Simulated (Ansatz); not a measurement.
**SiNHF+ (quintet): from Hartree-Fock to the top rungs, def2-QZVPP**

One table from this session's results is given with a row withheld; the runs are named, their logs left out.

The runs use Ansatz 0.2.0, Gaussian basis; def2-QZVPP, core rule «outside noble gas», up to 7 orbitals frozen.

The runs, in order: UHF; ROHF; CCSD(T) on UHF.

## What is computed

The geometry is a PBE0/def2-TZVP stationary point (not a proven minimum) of the parent state, kept for this charge and spin.

4 atoms, charge 1, spin multiplicity 5.

Atoms are counted from 1 here; the program's logs count them from 0.

Bond lengths: F1–Si3 1.600 Å, N2–Si3 1.831 Å, Si3–H4 1.500 Å. Angles: F1–Si3–N2 105.3°, F1–Si3–H4 106.8°, N2–Si3–H4 106.4°.

The first run:

The input, in.yaml:

```yaml
crystal:
  periodic: [false, false, false]
  atoms:
    - {symbol: F, position_ang: [0.072839, -0.480480, 1.191357]}
    - {symbol: N, position_ang: [0.078200, -0.504380, -1.538768]}
    - {symbol: Si, position_ang: [-0.125489, 0.523752, -0.037976]}
    - {symbol: H, position_ang: [1.037026, 1.471534, -0.014144]}
basis:
  gaussian: {orbitals: "def2-QZVPP.json"}
total_charge: 1
magnetization: {spin_polarized: true, initial_magnetization: 4}
hamiltonian: {xc: hf}
output: {orbitals: {seedname: orbitals}}
```

The run is started by

```sh
$ ansatz run in.yaml --threads 1 --pin off --events-out ev --progress --plain --max-ram 2393MiB
```

Steps of the session up to this table: UHF; ROHF; CCSD(T) on UHF.

One table of the session follows, with a row left open; its other results are not shown here.

| method | from UCCSD(T) (kcal/mol) |
| --- | --- |
| ROHF | ? |
| UHF | +314.57 |
| UMP2 | +25.42 |
| UCCSD | +10.43 |
| UCCSD(T) | 0 |

Q: Estimate the row for ROHF from the others.

**Answer.** from UCCSD(T) (kcal/mol): +317.96. In the column «from UCCSD(T) (kcal/mol)» it is the highest.
